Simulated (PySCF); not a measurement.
**Orbital picture of HF⁺**

r²SCAN at R = 1.019 Å; H aug-pcseg-1, F aug-pcseg-1; no relativity (PySCF 2.14). State: ²Π (doublet), unpaired electrons π ↑. Only the outer orbitals are listed, counted within each symmetry.

```tsv
spin	orbital	occ.	ε (eV)	on H (%)	main shells (%)
α	2σ	1	-47.68	7	92 F s
α	3σ	1	-28.28	14	81 F p, 12 H s
α	1π	1	-27.99	0	100 F p
α	1π	1	-25.20	1	99 F p
α	4σ	0	-9.90	101	100 H s
α	5σ	0	-3.68	102	88 H s, 14 H p, 8 F p
α	2π	0	-2.88	59	59 H p, 39 F p
β	2σ	1	-44.81	8	91 F s
β	3σ	1	-27.43	16	79 F p, 14 H s
β	1π	1	-24.27	1	99 F p
β	1π	0	-21.46	1	99 F p
β	4σ	0	-9.65	99	98 H s, 9 F p
β	5σ	0	-3.48	105	95 H s, 10 H p
```

Task: Which are the highest filled and the lowest empty level, where do they sit, and how wide is the gap?

Result: Highest filled β 1π at -24.27 eV (in %: 99 F p); lowest empty β 1π at -21.46 eV (in %: 99 F p); the gap at r²SCAN is 2.81 eV. Both belong to one degenerate shell, split only by its one-sided filling, so this is no excitation gap.

```json
{
 "bond order (Mayer)": "0.77",
 "⟨S²⟩": "0.753",
 "charge on H (Mulliken, basis-dependent)": "0.54",
 "charge on H (Löwdin, basis-dependent)": "0.37",
 "dipole moment (positive dipole points towards F; it is taken about the centre of mass and depends on that origin)": "-2.58 D"
}
```

Shares are Mulliken populations and can fall outside 0 to 100 %.

The state was picked by a PBE0 search and need not be the measured ground state.
